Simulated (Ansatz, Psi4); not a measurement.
# C3H2O (2-cyclopropen-1-one): a line through the functionals

C3H2O: 6 atoms, total charge 0, spin state singlet. SMILES: `O=c1cc1`. The coordinates come from a PBE0-D4/def2-TZVP relaxation.

The HOMO–LUMO gap y, in eV, basis def2-SVPD; a is the functional's share of exact exchange. Programs: Ansatz 0.2.0, Psi4 1.11.

| functional | program | a | y (eV) |
| --- | --- | --- | --- |
| PBE | Ansatz | 0 | 3.26 |
| TPSS | Psi4 | 0 | 3.55 |
| TPSSh | Psi4 | 0.1 | ? |
| B3LYP | Ansatz | 0.2 | 5.35 |
| r2SCAN0 | Ansatz | 0.25 | 6.20 |
| PBE0 | Ansatz | 0.25 | 5.84 |
| BHLYP | Ansatz | 0.5 | 8.42 |

Problem. Fit y = c + s·a to the known rows and predict TPSSh.

Solution. 
1. Means of the 6 rows: a = 0.2000, y = 5.437.
2. Σ(Δa)² = 0.175, Σ(Δa·Δy) = 1.766, so the slope is 1.766/0.175 = 10.091.
3. Intercept: 5.437 − (10.091) × 0.2000 = 3.419. The largest residual of the fit is 0.26.
4. TPSSh: 3.419 + (10.091) × 0.1 = 4.43 eV.

The run gave 4.56 eV, so the prediction is off by -0.13 eV, within the largest residual. Exact exchange lowers occupied levels and raises empty ones. The rows mix families of semi-local functionals, which the line can't see.
